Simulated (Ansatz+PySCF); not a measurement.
Values are calculated unless marked as measured or tabulated.
This PySCF input gave a total energy of -116.19725 hartree.

```python
from pyscf import gto, scf, cc

mol = gto.M(atom="""
C 0.014450 -0.047070 -1.247630
C 0.023800 -0.020760 0.253230
C -0.026740 0.011960 1.384730
H 0.024420 -0.985700 -1.647010
H -0.846350 0.496560 -1.652220
H 0.860930 0.544930 -1.608390
H 0.011480 -0.048510 2.495450
""", basis='def2-svp', charge=0, spin=0)
mf = scf.RHF(mol)
mf.kernel()
mycc = cc.CCSD(mf, frozen=3).run()
et = mycc.ccsd_t()
print(mf.e_tot, mycc.e_corr, et, mycc.e_tot + et)
```

Task: Write an input for Ansatz with the same method and basis set.

Result:

```yaml
crystal:
  periodic: [false, false, false]
  atoms:
    - { symbol: C, position_ang: [0.01445, -0.04707, -1.24763] }
    - { symbol: C, position_ang: [0.0238, -0.02076, 0.25323] }
    - { symbol: C, position_ang: [-0.02674, 0.01196, 1.38473] }
    - { symbol: H, position_ang: [0.02442, -0.9857, -1.64701] }
    - { symbol: H, position_ang: [-0.84635, 0.49656, -1.65222] }
    - { symbol: H, position_ang: [0.86093, 0.54493, -1.60839] }
    - { symbol: H, position_ang: [0.01148, -0.04851, 2.49545] }
basis:
  gaussian: { orbitals: def2-SVP }
hamiltonian:
  xc: hf
correlation:
  method: ccsd_t
  frozen_orbitals: { C: 1, H: 0 }
scf:
  omitted_lower_state_checks: [stability, starts, atomic_configurations, cluster_reference, orbital_swaps, given_window_search, neighbouring_geometries, increment]
```

Ansatz (development build ahead of 0.2.0) gave -116.19725 hartree, 0.05 meV from the first.
